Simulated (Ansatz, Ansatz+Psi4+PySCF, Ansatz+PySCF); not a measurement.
```xyz
3

Li    0.0000    0.0000    1.6300
O     0.6700    0.0000    0.0000
O    -0.6700    0.0000    0.0000
```

Basis set: cc-pCVTZ on Li; cc-pVTZ on O (spherical functions). Frozen core: 2 orbitals. Correlation on ROHF uses semicanonical orbitals with singles. Charge 0, multiplicity 2.

Computed with Ansatz (development build ahead of 0.2.0); the reference of a correlated method needn't be the lowest determinant of its kind.

The atomization energy at this shape (free ground-state atoms in the same class of orbitals less the molecule, no zero-point energy) of doublet LiO₂:

```csv
method,atomization energy
ROHF-CCSD,7.04 eV
ROHF-MP2,8.03 eV
UHF-MP2,7.91 eV
```

**Question.** What does ROHF-CCSD(T) give?

**Answer.** 7.46 eV. Caution for ROHF-CCSD(T), ROHF-CCSD: the determinant is a saddle point. Caution for ROHF-MP2: another reference gives a lower total; the determinant breaks the point group.
